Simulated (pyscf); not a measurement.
Single points on ωB97X-D3(BJ)/def2-SVP structures (PySCF, gas phase).

Task: For F–B(F)–F (SMILES FB(F)F) + Cl–Si(Cl)(Cl)–Cl (SMILES Cl[Si](Cl)(Cl)Cl) → F–B(F)–Cl (SMILES FB(F)Cl) + F–Si(Cl)(Cl)–Cl (SMILES F[Si](Cl)(Cl)Cl), a four-centre exchange (singlet surface; B–F, Cl–Si broken, B–Cl, F–Si formed), PBE/def2-TZVP gives ΔE‡ = 1.33 eV and ΔE = +0.12 eV (zero: the separated reactants). In which direction and how far do r²SCAN/def2-TZVP, M06-2X/def2-TZVP, ωB97M-D3(BJ)/def2-TZVP move these?

Result: r²SCAN: ΔE‡ = 1.30 eV, ΔE = +0.13 eV; M06-2X: ΔE‡ = 1.37 eV, ΔE = +0.20 eV; ωB97M-D3(BJ): ΔE‡ = 1.38 eV, ΔE = +0.16 eV. PBE's barrier lies among them. Its reaction energy matches one of them and lies within 0.08 eV of the others. One saddle was located; it need not be the lowest between these sides.
